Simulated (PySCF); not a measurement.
Working out the ionisation energy of C

C [He] 2s2 2p2 (3P) → C⁺ [He] 2s2 2p1 (2P). Computed with PySCF 2.14 in aug-cc-pVTZ, with the non-relativistic Hamiltonian (point nucleus). Frozen: 1s2. Energies in hartree (1 hartree = 27.21139 eV):

```json
{"part": "UHF", "C (lower)": "-37.691811", "C⁺ (upper)": "-37.294960"}
{"part": "MP2 opposite-spin", "C (lower)": "-0.054925", "C⁺ (upper)": "-0.047523"}
{"part": "MP2 same-spin", "C (lower)": "-0.012825", "C⁺ (upper)": "-0.003461"}
```

What does Hartree-Fock give?

(-37.294960) − (-37.691811) = 0.396851 hartree = 10.799 eV.

What do MP2 and SCS-MP2 (6/5 opposite-spin, 1/3 same-spin) give?

The opposite-spin parts differ by 0.201 eV and the same-spin parts by 0.255 eV. MP2: 10.799 + (0.201) + (0.255) = 11.255 eV. SCS-MP2: 10.799 + 1.2 × (0.201) + (0.255)/3 = 11.125 eV.

Measured between the centres of the two terms (NIST): 11.262 eV, so MP2 (valence) is off by -0.007 eV.

What remains against the reference includes basis incompleteness, the frozen core and correlation beyond second order.
